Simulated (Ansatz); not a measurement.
`CC[SiH]` + silanol → `[SiH]O[SiH3]` + ethane  (ligand exchange at the Si–C bond)

Computed with Ansatz on PBE0-D4/def2-TZVP structures; ΔE is electronic, products minus reactants. CCSD(T)/CBS adds triple-zeta CCSD(T) − MP2 to the extrapolated MP2 energy (def2 sets, frozen cores). This one scheme is used for every species. Functionals use def2-TZVPP.

`CC[SiH]`:

```xyz
9

C    -0.344   -0.319    0.842
C     0.572    0.403   -0.138
Si    0.577   -0.045   -1.974
H    -0.325    0.138    1.835
H    -0.046   -1.364    0.963
H    -1.377   -0.317    0.486
H     1.597    0.468    0.241
H     0.252    1.462   -0.239
H    -0.907   -0.426   -2.016
```

`O[SiH3]`:

Z-matrix (Å, degrees):
```
Si
O 1 1.648
H 1 1.489 2 111.7
H 1 1.489 2 111.7 3 120.9
H 1 1.481 2 105.9 3 -119.6
H 2 0.957 1 117.9 3 -60.5
```

`[SiH]O[SiH3]`:

Cartesian coordinates in Å:
```
Si -1.827 1.135 0.675
O -0.665 0.653 -0.385
Si 0.668 -0.314 -0.512
H -1.348 0.308 1.895
H 0.930 -0.983 0.788
H 0.416 -1.327 -1.566
H 1.827 0.529 -0.895
```

`CC`:

```xyz
8

C     0.220   -0.438   -0.580
C    -0.220    0.438    0.580
H    -0.367   -1.359   -0.629
H     0.103    0.077   -1.536
H     1.271   -0.724   -0.487
H     0.367    1.359    0.629
H    -0.103   -0.077    1.536
H    -1.271    0.724    0.487
```

(1) Is it downhill or uphill in electronic energy at CCSD(T)/CBS, and by how much? (An estimate is asked.)

(2) What do these levels give: BHLYP-D4, ωB97X-V, ωB97M-V, PBE, r2SCANh, r2SCAN0, BHLYP, RPA@PBE/def2-TZVPP, HF/def2-SVP, CCSD/def2-SVP, HF/def2-QZVPP, SCS-MP2/def2-QZVPP? (An estimate is asked.)

Largest T1 diagnostic among the species: 0.014.

Answers

(1) The calculation gave: Downhill: ΔE = -156.2 kJ/mol.

(2) Ansatz gave: BHLYP-D4 -168.0, ωB97X-V -158.3, ωB97M-V -158.8, PBE -149.1, r2SCANh -156.5, r2SCAN0 -156.5, BHLYP -167.4, RPA@PBE/def2-TZVPP -157.8, HF/def2-SVP -166.1, CCSD/def2-SVP -158.5, HF/def2-QZVPP -174.4, SCS-MP2/def2-QZVPP -162.6 kJ/mol.

From BLYP to BHLYP (50 % exact exchange), in def2-TZVPP and without D4, ΔE moves by −3.9 kJ/mol. In def2-TZVPP, CCSD(T) changes the Hartree–Fock value by +15.2 kJ/mol (the triples alone add +1.6 kJ/mol) and MP2 by +13.5 kJ/mol.
